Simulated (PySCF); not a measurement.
Species: C5H12O.
Bonds: C1–C2, C2–C3, C2–C4, C2–C5, C5–O6. Hydrogens: H7, H8, H9 on C1; H10, H11, H12 on C3; H13, H14, H15 on C4; H16, H17 on C5; H18 on O6.

Computed geometry: GFN2-xTB, gas phase.

(1) What internal coordinates does the optimisation give?

## Answers

(1) 
```json
{"bond": "C1–C2, C2–C3, C2–C4", "length (pm)": "153.0", "order": "single"}
{"bond": "C2–C5", "length (pm)": "154.3", "order": "single"}
{"bond": "C5–O6", "length (pm)": "140.6", "order": "single"}
{"bond": "C1–H7 and 8 like bonds", "length (pm)": "108.8", "order": "single"}
{"bond": "C5–H16, C5–H17", "length (pm)": "109.7", "order": "single"}
{"bond": "O6–H18", "length (pm)": "96.3", "order": "single"}
```

Bonds in one row agree within 1 pm and their mean is given. Orders are formal, as drawn. A selection of angles:
```json
{"angle": "C2–C1–H7", "degrees": "110.0"}
{"angle": "C2–C1–H8", "degrees": "110.7"}
{"angle": "H7–C1–H8", "degrees": "108.2"}
{"angle": "H8–C1–H9", "degrees": "108.9"}
{"angle": "C1–C2–C3", "degrees": "109.8"}
{"angle": "C1–C2–C5", "degrees": "109.9"}
{"angle": "C2–C5–O6", "degrees": "114.2"}
{"angle": "C2–C5–H16", "degrees": "109.6"}
{"angle": "O6–C5–H16", "degrees": "105.3"}
{"angle": "O6–C5–H17", "degrees": "110.3"}
{"angle": "H16–C5–H17", "degrees": "108.2"}
{"angle": "C5–O6–H18", "degrees": "108.3"}
```

Torsions: C1–C2–C5–O6 61° (synclinal); H18–O6–C5–C2 -61° (synclinal). The mirror-image conformer, all signs reversed, is as good.

Of the pairs four or more bonds apart, C1···H18 is among the closest relative to their van der Waals radii: 2.62 Å, 90 % of the sum of Bondi's values. O6 (alcohol oxygen) is bent (angle 108.3°).

No GFN2-xTB frequencies stand behind this structure, so it isn't proved a minimum. One conformer, not necessarily the lowest (C2–C5–O6–H -61°).
